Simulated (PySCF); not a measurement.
Species: C6H9 (doublet state).
Z-matrix (Å and degrees, GFN2-xTB geometry), rows numbered from 1:
```
C 
C   1  1.5305
C   2  1.5312  1  110.45
C   2  1.5057  1  109.89  3  -121.53
C   4  1.4876  2  122.15  1   -94.93
C   5  1.2844  4   69.21  2  -104.09
H   1  1.0873  2  110.36  3   -59.21
H   1  1.0878  2  110.33  3    60.82
H   1  1.0870  2  110.19  3  -179.31
H   2  1.0955  1  108.83  3   119.58
H   3  1.0878  2  110.63  1   178.99
H   3  1.0875  2  110.39  1    59.00
H   3  1.0881  2  110.33  1   -60.90
H   4  1.0881  2  114.04  1    60.29
H   6  1.0612  4  140.05  5   179.84
```

The hyperfine couplings belong to this conformer and change with its torsions.

As a line formula: `CC(C)[C@@H]1[C]=C1` [radical].

Computed, not measured: UKS B3LYP, pcH-1 on C H, non-relativistic, mean-field spin-orbit, GIAO in PySCF. One conformer (not necessarily the lowest) at the GFN2-xTB geometry, without solvent, vibrations or thermal averaging. The geometry wasn't refined by DFT: couplings that depend on bond lengths, twists or pyramidal angles can differ widely from those at the functional's own minimum. The SCF solution wasn't tested for stability.

Computed for the main isotopes (class means, splittings of 0.05 mT or more): g = 2.0027; H14 1H -17.9 MHz (0.64 mT); H15 1H +9.4 MHz (0.33 mT); H11/H12/H13 1H +1.9 MHz (0.07 mT); 16 first-order lines, 1.18 mT wide.

Task: What changes when 1H at H15 is replaced by 2H?

Result: At a fixed geometry a is proportional to g_N: 0.85744/5.58569 = 0.1535, so a goes from +9.4 to +1.4 MHz (0.051 mT). The spin goes from 1/2 to 1, so the 1:1 doublet becomes a 1:1:1 triplet. The spectrum then has 24 first-order lines over 0.95 mT.

Lines, offset from centre (mT) (relative intensity): -0.47 (1), -0.42 (1), -0.41 (3), -0.37 (1), -0.35 (3), -0.34 (3), -0.30 (3), -0.29 (3), -0.27 (1), -0.23 (3), -0.22 (1), -0.17 (1), +0.17 (1), +0.22 (1), +0.23 (3), +0.27 (1), +0.29 (3), +0.30 (3), +0.34 (3), +0.35 (3), +0.37 (1), +0.41 (3), +0.42 (1), +0.47 (1)

Task: Where do the 13C satellites of C5 appear, and how strong are they?

Result: a = +430.1 MHz, or 15.35 mT in magnitude, and I = 1/2, so to first order each main line has two satellites, at ±7.67 mT. The isotope's abundance is about 1.07 %, shared among 2 lines, so each has 0.54 % of the main line's intensity. At 340 mT second-order shifts move them to lower field by up to 0.17 mT.

Task: Give position and intensity of the satellites from 13C at C4.

Result: a = +34.4 MHz, or 1.23 mT in magnitude, and I = 1/2, so to first order each main line has two satellites, at ±0.61 mT. The isotope's abundance is about 1.07 %, shared among 2 lines, so each has 0.54 % of the main line's intensity.

Means are taken over nuclei equivalent by connectivity, which assumes that they swap fast. The three 1H nuclei of mean +1.9 MHz run from -0.6 to 6.9 MHz in the frozen geometry.

On one thread, Intel Xeon at 2.70 GHz (x86_64), no GPU, shared host with 64 logical CPUs at a one-minute load of 56, this took 69 s (with the writing of density and orbital grids) and 0.89 GiB of memory at its peak.
